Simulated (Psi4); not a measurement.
# AlH (SMILES [AlH]) at B2PLYP/cc-pCVDZ (density fitting, density fitting for correlation, sweep point 2)

What is the vertical ionisation energy of AlH at B2PLYP/cc-pCVDZ (density fitting, density fitting for correlation, sweep point 2)? 

The calculation is run with Psi4 1.11.

## Step 1: Starting point

AlH has 2 atoms, charge 0, and is taken as a singlet. SMILES: `[AlH]`. The shape comes from GFN2-xTB, which is rough for such elements, and wasn't checked as a minimum.

Bond lengths: Al1–H2 1.613 Å.

## Step 2: The energy at B2PLYP/cc-pCVDZ (density fitting, density fitting for correlation, sweep point 2)

File alh.in:

```
memory 1.6 GB

molecule {
  0 1
  Al     0.000000     0.000000     0.000000
  H      0.000000     0.000000     1.613470
  units angstrom
  symmetry c1
}

set {
  basis                cc-pCVDZ
  puream               true
  scf_type             df
  dft_radial_points    99
  dft_spherical_points 590
  num_frozen_docc      0
}

energy_value, wavefunction = energy('b2plyp', return_wfn=True)
print_variables()
```

Run with:

```console
$ psi4 alh.in alh.out -n 1
```

alh.out:

```text
[...]
  Running in c1 symmetry.
[...]
  Nuclear repulsion =    4.263670064339592
[...]
  Multiplicity = 1
[...]
  Nalpha       = 7
  Nbeta        = 7
[...]
    Number of basis functions: 32
[...]
   @DF-RKS iter   1:  -242.82636101073709   -4.32928e-01   5.12944e-03 ADIIS/DIIS
[...]
   @DF-RKS iter   6:  -242.83485811789279   -8.76142e-09   4.36679e-07 DIIS
[...]
    Orbital Energies [Eh]
    ---------------------
    Doubly Occupied:
       1A    -57.059589     2A     -4.449954     3A     -2.902453
       4A     -2.902453     5A     -2.897776     6A     -0.424372
       7A     -0.238847
[...]
  @DF-RKS Final Energy:  -242.83485811789279
   => Energetics <=
    Nuclear Repulsion Energy =              4.2636700643395917
    One-Electron Energy =                -345.9655593684746009
    Two-Electron Energy =                 107.9222107068183760
    DFT Exchange-Correlation Energy =      -9.0551795205761429
    Empirical Dispersion Energy =           0.0000000000000000
    VV10 Nonlocal Energy =                  0.0000000000000000
    Total Energy =                       -242.8348581178927930
[...]
 Multipole Moments:
 ------------------------------------------------------------------------------------
     Multipole            Electronic (a.u.)      Nuclear  (a.u.)        Total (a.u.)
 ------------------------------------------------------------------------------------
 L = 1.  Multiply by 2.5417464519 to convert [e a0] to [Debye]
 Dipole X            :         -0.0000000            0.0000000           -0.0000000
 Dipole Y            :          0.0000000            0.0000000            0.0000000
 Dipole Z            :         -1.4268322            1.5119950            0.0851629
 Magnitude           :                                                    0.0851629
[...]
```

Wall time 3.6 s (1 thread of AMD EPYC 7R43 (Zen 3), shared host); peak memory 0.31 GiB.

## Step 3: The doublet cation

File calc.in:

```
memory 1600 mb

molecule {
  1 2
  Al     0.000000     0.000000     0.000000
  H      0.000000     0.000000     1.613470
  symmetry c1
}

set {
  basis                cc-pCVDZ
  reference            uks
  puream               true
  scf_type             df
  dft_radial_points    99
  dft_spherical_points 590
  num_frozen_docc      0
  maxiter              150
}

energy('b2plyp')
print_variables()
```

Run with:

```console
$ psi4 -n 1 calc.in calc.out
```

calc.out:

```text
[...]
  Running in c1 symmetry.
[...]
  Nuclear repulsion =    4.263670064339592
[...]
  Multiplicity = 2
[...]
  Nalpha       = 7
  Nbeta        = 6
[...]
    Number of basis functions: 32
[...]
   @DF-UKS iter   1:  -242.52554837872097   -1.32116e-01   4.84282e-03 ADIIS/DIIS
[...]
   @DF-UKS iter   9:  -242.54720058964557   -2.98718e-09   1.24250e-07 DIIS
[...]
   @S^2 Observed:                7.656346690E-01
[...]
    Orbital Energies [Eh]
    ---------------------
    Alpha Occupied:
       1A    -57.393790     2A     -4.779805     3A     -3.230761
       4A     -3.230761     5A     -3.230432     6A     -0.727480
       7A     -0.554162
    Alpha Virtual:
       8A     -0.270982     9A     -0.270982    10A     -0.130914
      11A     -0.017560    12A      0.026318    13A      0.043615
      14A      0.043615    15A      0.060180    16A      0.060180
      17A      0.073976    18A      0.073976    19A      0.214811
      20A      0.509167    21A      1.232761    22A      1.232761
      23A      1.595093    24A      4.694426    25A      4.694426
[...]
  @DF-UKS Final Energy:  -242.54720058964557
   => Energetics <=
    Nuclear Repulsion Energy =              4.2636700643395917
    One-Electron Energy =                -341.5735031147648328
    Two-Electron Energy =                 103.7006135652614347
    DFT Exchange-Correlation Energy =      -8.9379811044817519
    Empirical Dispersion Energy =           0.0000000000000000
    VV10 Nonlocal Energy =                  0.0000000000000000
    Total Energy =                       -242.5472005896455698
[...]
 Multipole Moments:
 ------------------------------------------------------------------------------------
     Multipole            Electronic (a.u.)      Nuclear  (a.u.)        Total (a.u.)
 ------------------------------------------------------------------------------------
 L = 1.  Multiply by 2.5417464519 to convert [e a0] to [Debye]
 Dipole X            :         -0.0000000            0.0000000           -0.0000000
 Dipole Y            :          0.0000000            0.0000000            0.0000000
 Dipole Z            :         -1.6702766            1.5119950           -0.1582815
 Magnitude           :                                                    0.1582815
[...]
```

Wall time 5.1 s (1 thread of AMD EPYC 7R43 (Zen 3), shared host); peak memory 0.31 GiB.

## Step 4: What came out

Level: B2PLYP/cc-pCVDZ (density fitting, density fitting for correlation, sweep point 2).

```
                                                                quantity          value
                                               singlet AlH: total energy  -242.91131 Eh
                          singlet AlH: HOMO energy (SCF part's orbitals)       -6.50 eV
                          singlet AlH: LUMO energy (SCF part's orbitals)       -0.71 eV
                        singlet AlH: HOMO–LUMO gap (SCF part's orbitals)        5.79 eV
                                            doublet cation: total energy  -242.61524 Eh
doublet cation: HOMO energy (SCF part's orbitals) (highest over α and β)      -15.08 eV
 doublet cation: LUMO energy (SCF part's orbitals) (lowest over α and β)       -9.16 eV
                                                    doublet cation: ⟨S²⟩          0.766
                      vertical ionisation energy (to the doublet cation)       8.056 eV
```

Removing an electron at fixed nuclei costs 8.06 eV (777 kJ/mol). −ε(HOMO) before ionisation, 6.50 eV, is 1.56 eV below this ionisation energy.
